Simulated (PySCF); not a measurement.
Species: C3H5FS.
Z-matrix (Å and degrees, GFN2-xTB geometry), rows numbered from 1:
```
C 
S   1  1.8164
C   2  1.7439  1  104.54
C   3  1.3254  2  131.95  1     0.17
F   4  1.3484  3  125.16  2    -0.00
H   1  1.0855  2  105.87  3   179.59
H   1  1.0848  2  109.80  3   -61.49
H   1  1.0848  2  109.85  3    60.63
H   3  1.0780  2  110.44  1  -179.90
H   4  1.0796  3  123.37  2  -179.90
```

PySCF, density fitting, gas phase, GFN2-xTB geometry. The standard run uses grid level 2 after a coarse-grid start, the def2-universal JK fitting basis (with tight functions added where the orbital basis needs them), an energy threshold of 1e-9 Eh and DIIS. The changed runs have no coarse-grid stage.

Q: Standard PBE0/pcSseg-1: E = -614.908154 Eh, HOMO -6.192 eV, LUMO 0.425 eV, dipole 0.404 D, 13 cycles (coarse-grid cycles included). What changes at PBE0/pcSseg-1 with: grid level 4, fitting basis def2-universal-jkfit?

A: E = -614.908187 Eh (-0.033 mEh), HOMO -6.192 eV (0.000), LUMO 0.425 eV (0.000), dipole 0.403 D (-0.001), 10 SCF cycles. Of the changed settings only the grid and fitting basis enter the energy expression; the total energy moves by 0.02 kcal/mol.

The cycles:
```
cycle   1  E = -614.8769141668  dE =  5.247e-01  |g| = 4.138e-01  |ddm| = 2.863e+00
cycle   2  E = -614.8623332711  dE =  1.458e-02  |g| = 5.338e-01  |ddm| = 6.366e-01
cycle   3  E = -614.9074956916  dE = -4.516e-02  |g| = 5.829e-02  |ddm| = 3.712e-01
cycle   4  E = -614.9081058274  dE = -6.101e-04  |g| = 1.784e-02  |ddm| = 4.741e-02
cycle   5  E = -614.9081768782  dE = -7.105e-05  |g| = 6.093e-03  |ddm| = 2.104e-02
cycle   6  E = -614.9081862585  dE = -9.380e-06  |g| = 1.421e-03  |ddm| = 8.733e-03
cycle   7  E = -614.9081866209  dE = -3.624e-07  |g| = 6.908e-04  |ddm| = 1.961e-03
cycle   8  E = -614.9081867365  dE = -1.156e-07  |g| = 1.185e-04  |ddm| = 6.172e-04
cycle   9  E = -614.9081867394  dE = -2.938e-09  |g| = 2.778e-05  |ddm| = 1.179e-04
cycle  10  E = -614.9081867397  dE = -2.076e-10  |g| = 5.963e-06  |ddm| = 3.483e-05
```
